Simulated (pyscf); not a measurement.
boron trifluoride (F–B(F)–F) + silicon tetrachloride (Cl–Si(Cl)(Cl)–Cl) → F–B(F)–Cl + F–Si(Cl)(Cl)–Cl (four-centre exchange; singlet surface; B–F, Cl–Si broken, B–Cl, F–Si formed). Structures and frequencies: ωB97X-D3(BJ)/def2-SVP in PySCF. Rate constants from transition-state theory, ωB97M-D3(BJ)/def2-TZVP energies (ideal gas, 1 atm, RRHO with modes under 100 cm⁻¹ raised to 100, one conformer, R ln 2 for rigid chiral ones; no tunnelling), k in cm³ molecule⁻¹ s⁻¹.

```tsv
T (K)	1000/T	log10 k
298	3.354	-38.41
600	1.667	-26.02
900	1.111	?
1200	0.833	-19.41
```

**Question.** Fit an Arrhenius line to the three values, give the activation energy, and predict k at 900 K.

**Answer.** Least squares gives log10 k = -13.29 − 7.51 × 1000/T, so Ea = 7.51 × ln 10 × 1.987 = 34.4 kcal/mol, against an electronic barrier of 31.8. At 900 K the line gives -21.63; the computed value is -21.69 (ΔG‡ = 66.1 kcal/mol), close to the line. This is the saddle that the search found; another between the same sides may lie lower.
